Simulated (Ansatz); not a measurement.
**H$_{3}$Ge–BH$_{2}$, singlet: the ladder up to RCCSDT(Q)**

Geometry: that of the H3Ge–BH2, triplet, kept fixed.

```xyz
7

Ge   -0.0092    0.0000    0.3056
B     0.1338    0.0000   -1.8952
H     0.7100   -1.2821    0.7492
H     0.7100    1.2821    0.7492
H    -1.4876    0.0000    0.7272
H    -0.3540   -1.0970   -1.9610
H    -0.3540    1.0970   -1.9610
```

Basis cc-pVDZ; Ansatz 0.2.0. Only valence electrons are correlated (noble-gas cores and the filled d shells of p-block atoms frozen), which leaves 12 electrons in 51 orbitals. R marks a restricted (for open shells ROHF) determinant. Active spaces: frontier = (8e, 8o) about the gap. No spin–orbit coupling is included, and no scalar relativity.

Full CI isn't at hand for all of this; RCCSDT(Q) serves as the reference, and is uncertain by the last step of the cluster series or more.

```
UHF ⟨S²⟩                          : 0.002
T1 diagnostic (RCCSD)             : 0.0121
largest doubles amplitude (RCCSD) : 0.048
```

```csv
level,E − E(RHF) (eV)
RMP2,-5.1886
RCCSD,-6.4176
RCCSD(T),-6.5685
```

Q: Estimate how far RCCSDT(Q) in cc-pVDZ lies from RCCSD(T). The table doesn't fix it; the size of (T) and the diagnostics are the guide.

A: RCCSDT(Q) in cc-pVDZ lies 0.84 kcal/mol below RCCSD(T), which is 24 % of the (T) step (-3.48 kcal/mol). The diagnostics are small and one determinant leads, so the series closes fast and only a small part of (T) is left.

The other levels:

```csv
level,E − E(RCCSDT(Q)) (kcal/mol),share of correlation (%),wall time
CISD,17.11,88.76,2.2 s
BCCD(T),0.83,99.45,1.9 s
RCCSDT,0.15,99.90,–
```

The correlation energy at RCCSDT(Q), counted from RHF, is -6.605 eV. That run took 31 s on 1 thread of Arm Neoverse V1, shared host.

Run but not shown, since their state, orbitals or frozen core can't be matched to the reference's or they repeat it: CASSCF (frontier space), MRCISD (frontier space), MRCISD+Q (frontier space).

Times hold each run's SCF and search for its determinant on a shared host, so for small cases they say little of a method's own cost; they ran on 1 thread of Arm Neoverse V1. Some runs computed forces too.
